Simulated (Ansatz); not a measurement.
Born–Oppenheimer molecular dynamics of CH5FN (8 atoms, charge 0, multiplicity 2). It starts at the highest image of a converged band. Of that band: The profile has 2 maxima (images 3, 6) with wells between them (image 4): this band takes more than one step, which may be the mechanism or a detour left from its start path. A vibrational analysis at the climbing image gives one clearly imaginary mode, 1559i cm⁻¹: a first-order saddle point.

The calculation used Ansatz 0.2.0, UKS r2SCANh/def2-SVP.

```json
{"ensemble": "NVE (velocity Verlet)", "time step": "0.5 fs", "steps asked": "200", "starting velocities drawn for": "300 K", "seed": "2322"}
```

First frame:

```xyz
8
Properties=species:S:1:pos:R:3
H 0.256 -0.312 0.207
C -1.018 -0.161 0.018
F -1.223 0.954 -0.725
N 1.545 -0.163 0.203
H -1.338 -1.065 -0.520
H -1.464 -0.063 1.018
H 1.656 0.026 -0.802
H 1.586 0.784 0.602
```

**Question.** How far do the bonds stretch over the last three quarters of this one trajectory? (Pairs bonded in most of those frames.)

**Answer.** 
```tsv
bond	mean (Å)	spread (Å)	shortest	longest
H1–C2	1.107	0.039	1.05	1.17
C2–F3	1.385	0.034	1.32	1.44
C2–H5	1.102	0.011	1.08	1.12
C2–H6	1.101	0.005	1.09	1.11
N4–H7	1.034	0.009	1.02	1.05
N4–H8	1.033	0.010	1.02	1.05
```

Mean temperature of the second half: 540 K. The conserved energy stayed within 0.13 meV per atom of its start (net change -0.0062 meV per atom), so the integration is sound. The system heated up, since it started high on the potential surface and ran downhill. A run of 0.1 ps of so small a system gives no equilibrium averages.

Time of the run: 11 min on 2 threads of Arm Neoverse N1 (shared host), peak memory 0.18 GiB.
